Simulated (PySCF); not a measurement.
Compound: C6H10.
Atom-mapped SMILES: `[CH2:1]=[CH:2]/[C:3]([CH3:4])=[CH:5]/[CH3:6]` (hydrogens: H7, H8 on C1; H9 on C2; H10, H11, H12 on C4; H13 on C5; H14, H15, H16 on C6)

Method used: PBE0-D3(BJ)/def2-SVP geometry optimisation, gas phase (PySCF).

Give the optimised bond lengths and angles.

| bond | length (Å) | order |
| --- | --- | --- |
| C1=C2 | 1.341 | double |
| C2–C3 | 1.465 | single |
| C3–C4 | 1.499 | single |
| C3=C5 | 1.351 | double |
| C5–C6 | 1.489 | single |
| C1–H7 | 1.093 | single |
| C1–H8 | 1.092 | single |
| C2–H9 | 1.096 | single |
| C4–H10, C4–H11, C4–H12 | 1.100 | single |
| C5–H13 | 1.097 | single |
| C6–H14, C6–H15, C6–H16 | 1.102 | single |

Bonds in one row agree within 0.01 Å and their mean is given. Orders are formal, as drawn. A selection of angles:
| angle | degrees |
| --- | --- |
| C2–C1–H7 | 122.4 |
| C2–C1–H8 | 120.9 |
| H7–C1–H8 | 116.7 |
| C1–C2–C3 | 126.3 |
| C1–C2–H9 | 118.5 |
| C3–C2–H9 | 115.2 |
| C2–C3–C4 | 117.6 |
| C2–C3–C5 | 118.3 |
| C4–C3–C5 | 124.1 |
| C3–C4–H10 | 110.8 |
| C3–C4–H11 | 112.7 |
| H10–C4–H11 | 107.9 |
| C3–C5–C6 | 128.5 |
| C3–C5–H13 | 116.4 |
| C6–C5–H13 | 115.1 |
| C5–C6–H14 | 113.3 |
| C5–C6–H15 | 110.8 |
| H14–C6–H15 | 107.8 |
| H15–C6–H16 | 106.1 |

Torsions: C1–C2–C3–C4 -1° (synperiplanar); C2–C3–C5–C6 180° (antiperiplanar).

The C–C distances run from 1.341 Å (C1=C2, drawn double) to 1.499 Å (C3–C4, drawn single), a spread of 0.158 Å. Of the pairs four or more bonds apart, H11···H14 is among the closest relative to their van der Waals radii: 2.00 Å, 83 % of the sum of Bondi's values. The 6 heavy atoms lie in one plane (0.004 Å rms).

PBE0-D3(BJ)/def2-SVP frequencies: not computed here. The numbers are those of one conformer.

Hardware: one thread, Arm Neoverse V1 (aarch64), on a shared host. Cost: 70 s, 0.51 GiB resident at most. That covers the optimisation of the geometry.
